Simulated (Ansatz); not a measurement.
hcp Tm

Method: r²SCAN (Ansatz, an electronic-structure program, plane waves, PAW).

Settings: plane-wave cutoff 500 eV, 24×24×14 k mesh (along the axes of the cell as run), Fermi–Dirac smearing 0.1 eV, spin-polarised with parallel moments, scalar-relativistic PAW data made under PBE.

Cell: relaxed at this level.

For hcp Tm, the volume per atom is 33.27 Å³/atom, the equilibrium lattice constant a is 3.621 Å and the c axis length is 5.860 Å. The magnetic moment per atom (the cell's total over its atoms) is 1.14 μB.

Measured, for comparison: equilibrium volume per atom 30.1 Å³/atom (room temperature, no zero-point or thermal correction; as tabulated in Söderlind et al. (2014), doi:10.1088/0953-8984/26/41/416001); lattice constant a 3.538 Å, lattice parameter c 5.554 Å (293 K, no zero-point or thermal correction; as tabulated in Wikipedia's data pages). Computed (rounded) less measured: equilibrium volume per atom +10.5 %, lattice constant a +2.3 %, lattice parameter c +5.5 %.

Note: the 4f shell is treated without U or exact exchange, so its levels and filling can be wrong; the collinear magnetic order is the start's and need not be the measured one.

Moments are spin moments.

Spin–orbit coupling is not included.

The computed numbers hold no vibrational or temperature effects.

The result took roughly 50 core-minutes.
